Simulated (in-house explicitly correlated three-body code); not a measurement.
Computed with an exponentially correlated three-body code. Model: two electrons around a point charge, non-relativistic, variational in 260 exponentially correlated functions (energies converged to about 1e-7 hartree, or 1e-8 relative for large Z).

For two electrons in a singlet the Kohn-Sham orbital is the square root of half the density, so the exact Kohn-Sham potential and energy parts follow from the density alone, and exchange is minus half the Hartree energy. The Kohn-Sham level equals minus the binding energy of the second electron.

Command:
```bash
python run_hyl.py task.json out
```
Settings (lengths in bohr, energies in hartree):
```
Z                      1
interaction_strength   1
functions              260
states_tried           1
```

Cost of the run: 9.6 s on 1 thread of AMD EPYC 7R43 64-Core Processor (Zen 3) (shared host).

**Ground state only, binding against the one-electron ion.**

Given: nuclear charge 1.

Computed: one-electron threshold -0.5 hartree.

| term | energy (hartree) | binding (eV) |
| --- | --- | --- |
| 1 1S | -0.527751016 | 0.75514 |

**Exact Kohn-Sham parts of the ground state from its density.**

Computed: total energy -0.527751016 hartree; Hartree energy 0.7618 hartree; exchange energy -0.3809 hartree; DFT correlation energy -0.041995 hartree; kinetic part of the DFT correlation energy 0.027882 hartree; exact minus restricted Hartree-Fock -0.039821 hartree; Kohn-Sham level -0.75514 eV; restricted Hartree-Fock level -1.2578 eV.

Q: What is the Kohn-Sham kinetic?

A: 0.49987 hartree.

Q: What is the potential part of the DFT correlation energy?

A: -0.069876 hartree.

**Functionals on the exact density and self-consistent, errors are functional minus exact, hybrids only self-consistent, a dash where a self-consistent run leaves the top level unbound.**

```json
{"result": "LDA VWN5", "exchange error (millihartree)": "44.294", "correlation error (millihartree)": "-29.812", "functional driven error (millihartree)": "14.482", "self consistent total error (millihartree)": "-", "top level plus exact binding (eV)": "-"}
{"result": "SCAN", "exchange error (millihartree)": "-11.276", "correlation error (millihartree)": "12.148", "functional driven error (millihartree)": "0.87232", "self consistent total error (millihartree)": "-", "top level plus exact binding (eV)": "-"}
{"result": "BP86", "exchange error (millihartree)": "-14.185", "correlation error (millihartree)": "3.6727", "functional driven error (millihartree)": "-10.512", "self consistent total error (millihartree)": "-", "top level plus exact binding (eV)": "-"}
{"result": "LDA PW92", "exchange error (millihartree)": "44.294", "correlation error (millihartree)": "-29.821", "functional driven error (millihartree)": "14.473", "self consistent total error (millihartree)": "-", "top level plus exact binding (eV)": "-"}
{"result": "OLYP", "exchange error (millihartree)": "-13.569", "correlation error (millihartree)": "12.118", "functional driven error (millihartree)": "-1.451", "self consistent total error (millihartree)": "-", "top level plus exact binding (eV)": "-"}
{"result": "wB97X", "exchange error (millihartree)": "-", "correlation error (millihartree)": "-", "functional driven error (millihartree)": "-", "self consistent total error (millihartree)": "-1.232", "top level plus exact binding (eV)": "-0.54923"}
{"result": "PBE", "exchange error (millihartree)": "-10.498", "correlation error (millihartree)": "11.502", "functional driven error (millihartree)": "1.0038", "self consistent total error (millihartree)": "-", "top level plus exact binding (eV)": "-"}
{"result": "AM05", "exchange error (millihartree)": "?", "correlation error (millihartree)": "?", "functional driven error (millihartree)": "?", "self consistent total error (millihartree)": "-", "top level plus exact binding (eV)": "-"}
{"result": "revTPSS", "exchange error (millihartree)": "-10.589", "correlation error (millihartree)": "5.9956", "functional driven error (millihartree)": "-4.5939", "self consistent total error (millihartree)": "-", "top level plus exact binding (eV)": "-"}
{"result": "PBEsol", "exchange error (millihartree)": "?", "correlation error (millihartree)": "?", "functional driven error (millihartree)": "?", "self consistent total error (millihartree)": "-", "top level plus exact binding (eV)": "-"}
{"result": "M06-L", "exchange error (millihartree)": "-9.562", "correlation error (millihartree)": "12.057", "functional driven error (millihartree)": "2.4951", "self consistent total error (millihartree)": "-", "top level plus exact binding (eV)": "-"}
{"result": "RPBE", "exchange error (millihartree)": "-18.032", "correlation error (millihartree)": "11.502", "functional driven error (millihartree)": "-6.53", "self consistent total error (millihartree)": "-", "top level plus exact binding (eV)": "-"}
{"result": "TPSS", "exchange error (millihartree)": "-11.799", "correlation error (millihartree)": "9.7846", "functional driven error (millihartree)": "-2.0144", "self consistent total error (millihartree)": "-", "top level plus exact binding (eV)": "-"}
{"result": "r2SCAN", "exchange error (millihartree)": "-11.276", "correlation error (millihartree)": "12.148", "functional driven error (millihartree)": "0.87232", "self consistent total error (millihartree)": "-", "top level plus exact binding (eV)": "-"}
{"result": "PW91", "exchange error (millihartree)": "-11.637", "correlation error (millihartree)": "9.9675", "functional driven error (millihartree)": "-1.6692", "self consistent total error (millihartree)": "-", "top level plus exact binding (eV)": "-"}
{"result": "BLYP", "exchange error (millihartree)": "-14.185", "correlation error (millihartree)": "12.118", "functional driven error (millihartree)": "-2.0665", "self consistent total error (millihartree)": "-", "top level plus exact binding (eV)": "-"}
```

Q: What belongs in the row AM05?

A: exchange error (millihartree): 30.886; correlation error (millihartree): -20.044; functional driven error (millihartree): 10.842.

Q: What belongs in the row PBEsol?

A: exchange error (millihartree): 9.1317; correlation error (millihartree): 3.9588; functional driven error (millihartree): 13.09.

**Density and exact potentials over r, pair density (one pair, times 4 pi r12^2) and exact minus Kohn-Sham pair density over r12.**

| radius (bohr) | radial density (electrons/bohr) | exchange potential (hartree) | intracule density (1/bohr) | Coulomb hole against Kohn-Sham (1/bohr) | correlation potential (hartree) |
| --- | --- | --- | --- | --- | --- |
| 0.215 | 0.1249 | -0.67034 | 0.0019024 | -0.005595 | -0.069 |
| 0.259 | 0.16632 | -0.66527 | 0.0028404 | -0.007926 | -0.065 |
| 0.312 | 0.21773 | -0.6584 | 0.0042512 | -0.01114 | -0.06 |
| 0.376 | 0.27948 | -0.64921 | 0.0063798 | -0.01551 | -0.053 |
| 0.453 | 0.35009 | -0.63714 | 0.009573 | -0.02127 | -0.044 |
| 0.546 | 0.42652 | -0.62151 | 0.014357 | -0.02864 | -0.034 |
| 0.659 | 0.50322 | -0.60158 | 0.021502 | -0.03764 | -0.02 |
| 0.794 | 0.57043 | -0.5772 | 0.031817 | -0.04762 | -0.006 |
| 0.957 | 0.61897 | -0.54787 | 0.046481 | -0.05747 | 0.011 |
| 1.15 | 0.63921 | -0.51431 | 0.066162 | -0.0649 | 0.027 |
| 1.39 | 0.62546 | -0.47531 | 0.092487 | -0.0671 | 0.042 |
| 1.68 | 0.5768 | -0.43288 | 0.12414 | -0.06045 | 0.052 |
| 2.02 | 0.50312 | -0.38963 | 0.15705 | -0.04378 | 0.056 |
| 2.43 | 0.41486 | -0.34578 | 0.18635 | -0.01873 | 0.053 |
| 2.93 | 0.32341 | -0.30235 | 0.2041 | 0.008874 | 0.043 |
| 3.54 | ? | ? | ? | ? | ? |
| 4.26 | 0.16785 | -0.22322 | 0.17756 | 0.03688 | 0.016 |
| 5.14 | ? | ? | ? | ? | ? |
| 6.19 | 0.06719 | -0.15903 | 0.089367 | 0.01732 | 0.003 |
| 7.46 | 0.037002 | -0.13304 | 0.049994 | 0.005887 | 0.001 |
| 9 | 0.01795 | -0.11076 | 0.023629 | 4.023e-06 | 0 |
| 10.8 | 0.0076993 | -0.092482 | 0.0097296 | -0.00136 | 0 |
| 13.1 | 0.0026082 | -0.076309 | 0.0031711 | -0.000936 | 0 |
| 15.8 | 0.00073147 | -0.063286 | 0.00086721 | -0.0003815 | 0 |

Q: What belongs in the row 3.54?

A: radial density (electrons/bohr): 0.23855; exchange potential (hartree): -0.26076; intracule density (1/bohr): 0.20197; Coulomb hole against Kohn-Sham (1/bohr): 0.02987; correlation potential (hartree): 0.029.

Q: What belongs in the row 5.14?

A: radial density (electrons/bohr): 0.11025; exchange potential (hartree): -0.18894; intracule density (1/bohr): 0.13573; Coulomb hole against Kohn-Sham (1/bohr): 0.03036; correlation potential (hartree): 0.007.

The correlation energy of density-functional theory lies 2.2 millihartree below exact minus Hartree-Fock, because the Hartree-Fock density, unlike the exact one, minimises the Hartree-Fock energy.
